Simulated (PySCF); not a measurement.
## What each rung costs, and what it gives

Saddle point of BH4ClO, singlet (BH₂Cl ([BH2][Cl]) + H₂O → BH₃O ([BH2][OH]) + HCl; bonds formed: Cl2–H5; dative contacts that become bonds: B1–O6; bonds broken: B1–Cl2, H5–O6), PBE0-D4/def2-TZVP structure:

```tsv
atom	x (Å)	y (Å)	z (Å)
B1	-0.4148	-0.4193	0.3198
Cl2	1.8111	-0.3699	0.2820
H3	-0.7206	-1.3276	-0.3900
H4	-0.6214	-0.4057	1.4898
H5	0.8976	0.7211	-0.1547
O6	-0.3792	0.9222	-0.3023
H7	-0.5727	0.8792	-1.2448
```

Barriers are electronic and count from the start structure reached by relaxing down the imaginary mode.

PySCF 2.14 with density fitting (its default auxiliary sets; JK sets also for MP2 and CCSD(T)); basis: as named in each row; cores frozen in the correlated methods. B3LYP uses VWN-RPA correlation. Extrapolation: Hartree–Fock as exp(−7.88 √X), correlation as X^−2.97.

Times are rough, for one single point on 4 threads of a shared host (Intel Xeon).

The estimate by CCSD(T) at an estimated basis limit (MP2 extrapolated from triple and quadruple zeta, plus CCSD(T) − MP2 in triple zeta) is 0.872 eV.

| method | basis | time (s) | barrier (eV) | method less estimate |
| --- | --- | --- | --- | --- |
| HF | STO-3G | 2 | 1.713 | 0.841 |
| MP2 | def2-QZVPP | 5 | 0.845 | -0.027 |
| B3LYP-D4 | 6-31G | 6 | 0.969 | 0.097 |
| PBE0-D4 | def2-SVP | 7 | 0.743 | -0.129 |
| PBE-D4 | def2-SVP | 9 | 0.578 | -0.294 |
| SPW92 | def2-TZVPP | 14 | 0.559 | -0.313 |
| CCSD(T) | def2-SVP | 18 | 0.890 | 0.018 |
| B3LYP-D4 | def2-TZVPP | 18 | 0.765 | -0.107 |
| BHLYP-D4 | def2-TZVPP | 19 | 0.920 | 0.048 |
| PBE0-D4 | def2-TZVPP | 20 | 0.782 | -0.090 |
| PBE-D4 | def2-TZVPP | 23 | 0.644 | -0.228 |
| r2SCAN-D4 | def2-TZVPP | 34 | 0.722 | -0.150 |
| CCSD(T) | def2-TZVPP | 200 | 0.870 | -0.002 |
| wB97M-V | def2-TZVPP | 270 | 0.846 | -0.025 |

All methods are single points on the PBE0-D4 structures.

No T1 diagnostic of these runs exceeds 0.013.

The step is the kind of ligand exchange by which a precursor binds to a hydroxyl group, or is hydrolysed, in atomic layer deposition of oxides.

Labels in which every atom is bracketed show which atoms are joined, not bond orders.
